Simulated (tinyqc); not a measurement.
Inside a calculation. Method: ROHF in the sto-3g basis, for CH, spin multiplicity 4. One step of it, computed by the program tinyqc.

Question. Orthogonalisation. S = U s U^T; symmetric (Loewdin) form X = U s^(-1/2) U^T, so that X^T S X = 1.

overlap S:
```
           1C 1s     1C 2s    1C 2px    1C 2py    1C 2pz     2H 1s
1C 1s   1.000000  0.248362  0.000000  0.000000  0.000000  0.004409
1C 2s   0.248362  1.000000  0.000000  0.000000  0.000000  0.083894
1C 2px  0.000000  0.000000  1.000000  0.000000  0.000000  0.000000
1C 2py  0.000000  0.000000  0.000000  1.000000  0.000000  0.000000
1C 2pz  0.000000  0.000000  0.000000  0.000000  1.000000  0.110283
2H 1s   0.004409  0.083894  0.000000  0.000000  0.110283  1.000000
```

Give: eigenvalues of S; X.

Answer.

eigenvalues of S: 0.7366  0.8951  1.0000  1.0000  1.1018  1.2665

X:
```
          1C 1s    1C 2s  1C 2px  1C 2py   1C 2pz    2H 1s
1C 1s    1.0243  -0.1297  0.0000  0.0000  -0.0006   0.0060
1C 2s   -0.1297   1.0271  0.0000  0.0000   0.0036  -0.0438
1C 2px   0.0000   0.0000  1.0000  0.0000   0.0000   0.0000
1C 2py   0.0000   0.0000  0.0000  1.0000   0.0000   0.0000
1C 2pz  -0.0006   0.0036  0.0000  0.0000   1.0046  -0.0558
2H 1s    0.0060  -0.0438  0.0000  0.0000  -0.0558   1.0074
```
